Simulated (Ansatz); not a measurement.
# CH4BF (SMILES CBF): functionals against CCSD(T) at one geometry

The atoms stand at a structure displaced at random from a GFN2-xTB minimum. How far do the functionals agree with CCSD(T) there?

Computed with Ansatz 0.2.0, Gaussian basis. Level: single points in def2-TZVPP.

Cores are frozen in the correlated methods.

**1. Starting geometry**

SMILES `CBF`, 7 atoms, charge 0, spin multiplicity 1.

Atoms are counted from 1 here; the program's logs count them from 0.

Bond lengths: C1–B2 1.587 Å, C1–H4 1.089 Å, C1–H5 1.068 Å, C1–H6 1.003 Å, B2–F3 1.369 Å, B2–H7 1.218 Å. Angles: B2–C1–H4 107.0°, B2–C1–H5 104.2°, B2–C1–H6 116.2°, H4–C1–H5 107.6°, H4–C1–H6 114.9°, H5–C1–H6 106.1°, C1–B2–F3 119.0°, C1–B2–H7 127.4°, F3–B2–H7 113.5°.

Geometry (Å):

```tsv
atom	x (Å)	y (Å)	z (Å)
C1	-0.6150	0.3564	-0.1510
B2	0.7000	-0.4401	0.2422
F3	1.3519	-1.1629	-0.7204
H4	-1.2962	-0.3595	-0.6081
H5	-0.2948	1.0312	-0.9143
H6	-1.0211	0.9238	0.5697
H7	1.2455	-0.4766	1.3305
```

**2. CCSD(T)/def2-TZVPP**

run/in.yaml

```yaml
crystal:
  periodic: [false, false, false]
  atoms:
    - {symbol: C, position_ang: [-0.615000, 0.356400, -0.151000]}
    - {symbol: B, position_ang: [0.700000, -0.440100, 0.242200]}
    - {symbol: F, position_ang: [1.351900, -1.162900, -0.720400]}
    - {symbol: H, position_ang: [-1.296200, -0.359500, -0.608100]}
    - {symbol: H, position_ang: [-0.294800, 1.031200, -0.914300]}
    - {symbol: H, position_ang: [-1.021100, 0.923800, 0.569700]}
    - {symbol: H, position_ang: [1.245500, -0.476600, 1.330500]}
basis:
  gaussian: {orbitals: def2-TZVPP}
correlation: {method: ccsd_t}
output: {forces: true}
```

The command line of these runs was not kept.

**3. PBE0-D4/def2-TZVPP**

run/in.yaml, as its differences from that of step 2:

```diff
@@ -12,3 +12,3 @@
   gaussian: {orbitals: def2-TZVPP}
-correlation: {method: ccsd_t}
-output: {forces: true}
+hamiltonian: {xc: pbe0, dispersion: d4}
+output: {forces: true, orbitals: {seedname: orbitals}}
```

**4. wB97M-V/def2-TZVPP**

run/in.yaml, as its differences from that of step 3:

```diff
@@ -12,3 +12,3 @@
   gaussian: {orbitals: def2-TZVPP}
-hamiltonian: {xc: pbe0, dispersion: d4}
-output: {forces: true, orbitals: {seedname: orbitals}}
+hamiltonian: {xc: {name: wB97M-V}}
+output: {forces: true}
```

**5. r2SCAN-D4/def2-TZVPP**

run/in.yaml, as its differences from that of step 4:

```diff
@@ -12,3 +12,3 @@
   gaussian: {orbitals: def2-TZVPP}
-hamiltonian: {xc: {name: wB97M-V}}
+hamiltonian: {xc: r2scan, dispersion: d4}
 output: {forces: true}
```

**6. PBE-D4/def2-TZVPP**

run/in.yaml, as its differences from that of step 5:

```diff
@@ -12,3 +12,3 @@
   gaussian: {orbitals: def2-TZVPP}
-hamiltonian: {xc: r2scan, dispersion: d4}
+hamiltonian: {xc: pbe, dispersion: d4}
 output: {forces: true}
```

**7. B97M-V/def2-TZVPP**

run/in.yaml, as its differences from that of step 6:

```diff
@@ -12,3 +12,3 @@
   gaussian: {orbitals: def2-TZVPP}
-hamiltonian: {xc: pbe, dispersion: d4}
+hamiltonian: {xc: {name: B97M-V}}
 output: {forces: true}
```

**8. HSE06-D4/def2-TZVPP**

run/in.yaml, as its differences from that of step 7:

```diff
@@ -12,3 +12,3 @@
   gaussian: {orbitals: def2-TZVPP}
-hamiltonian: {xc: {name: B97M-V}}
+hamiltonian: {xc: hse06, dispersion: d4}
 output: {forces: true}
```

(Steps that only read results are left out.)

Q: Predict the outcome of this session. Wanted: energy less free atoms, CCSD(T)/def2-TZVPP; RMS force component; RMS force error; HOMO and LUMO, PBE0-D4; T1 diagnostic.

**Answer**, as computed:

| quantity | value |
| --- | --- |
| energy less free atoms, CCSD(T)/def2-TZVPP | -27.444 eV |
| RMS force component | 1.280 to 1.322 eV/Å over the methods |
| RMS force error | PBE0-D4 0.096, wB97M-V 0.063, r2SCAN-D4 0.084, PBE-D4 0.176, B97M-V 0.144, HSE06-D4 0.097 eV/Å |
| HOMO and LUMO, PBE0-D4 | -8.92 and -0.68 eV |
| T1 diagnostic | 0.012 |

What this shows: Against CCSD(T) the functionals' energies less atoms differ by -1.038 to -0.654 eV, PBE-D4 by -1.038 eV. A larger basis would deepen the CCSD(T) value, while the functionals are nearly converged already, so the order here is not reliable. On forces the order runs from wB97M-V to PBE-D4. Frozen-core CCSD(T) forces in triple zeta carry basis errors of their own, and this is one geometry, so small gaps rank nothing.
